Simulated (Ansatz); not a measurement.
in.yaml

```yaml
crystal:
  periodic: [false, false, false]
  atoms:
    - {symbol: Zr, position_ang: [0.000000, 0.000000, 0.000000]}
    - {symbol: Cl, position_ang: [0.000000, 0.000000, 2.251400]}
basis:
  gaussian: {orbitals: def2-TZVPP}
total_charge: 1
magnetization: {spin_polarized: false, initial_magnetization: 2}
correlation: {method: ccsd_t, electrons: outside_noble_gas}
output: {forces: true}
```

```sh
$ ansatz run in.yaml --threads 2 --pin off --events-out ev --progress --plain --max-ram 16896MiB --backend cuda --devices 0, --max-vram 18GiB
```

The program prints:

```
624 factors; integrals over basis functions are off by at most 1.3e-3 eV
mean field evaluation 1: about -13758.0212 eV, gradient 3.7e1 eV
mean field evaluation 2: about -13758.2063 eV, gradient 3.7e1 eV
mean field evaluation 4: about -13763.3024 eV, gradient 3.8e0 eV
mean field evaluation 8: about -13763.5216 eV, gradient 8.4e-1 eV
mean field evaluation 16: about -13763.9156 eV, gradient 1.6e0 eV
mean field evaluation 32: about -13764.1122 eV, gradient 5.5e-1 eV
mean field evaluation 64: about -13764.3731 eV, gradient 1.5e0 eV
mean field evaluation 96: about -13763.5872 eV, gradient 8.3e-1 eV
mean field evaluation 128: about -13763.4146 eV, gradient 2.2e-5 eV
mean field evaluation 160: about -13763.2380 eV, gradient 6.6e-4 eV
...
cycle   2  -6.72337807 eV  change    9.1e-7 eV  update   3.1e-6
cycle   3  -6.72337895 eV  change   -8.7e-7 eV  update   2.5e-6
cycle   4  -6.72337855 eV  change    4.0e-7 eV  update   1.9e-6
cycle   5  -6.72337872 eV  change   -1.7e-7 eV  update   1.6e-6
cycle   6  -6.72337890 eV  change   -1.8e-7 eV  update   1.1e-6
cycle   7  -6.72337876 eV  change    1.4e-7 eV  update   5.7e-7
cycle   8  -6.72337865 eV  change    1.1e-7 eV  update   4.3e-7
cycle   9  -6.72337870 eV  change   -4.4e-8 eV  update   3.3e-7
cycle  10  -6.72337877 eV  change   -6.9e-8 eV  update   2.7e-7
cycle  11  -6.72337880 eV  change   -3.6e-8 eV  update   2.1e-7
perturbative correction -0.34824556 eV, -0.0127977883 hartree
the calculation of the forces begins
Total energy: -13771.55915914 eV, -506.0954644005 hartree
Atom 0 at     0.000000     0.000000     0.000000 Å, force    -0.000000     0.000000    -0.149894 eV/Å
Atom 1 at     0.000000     0.000000     2.251400 Å, force     0.000000    -0.000000     0.149894 eV/Å
Dipole moment:    -0.000000     0.000000    -1.253094 e Å
```

Forces (eV/Å):
```
Zr   0.000  0.000 -0.150
Cl   0.000  0.000  0.150
```

Ran on 2 threads of AMD EPYC 7R13 with a shared H100 80 GB, shared host: 51 s wall, 0.95 GiB peak host memory.
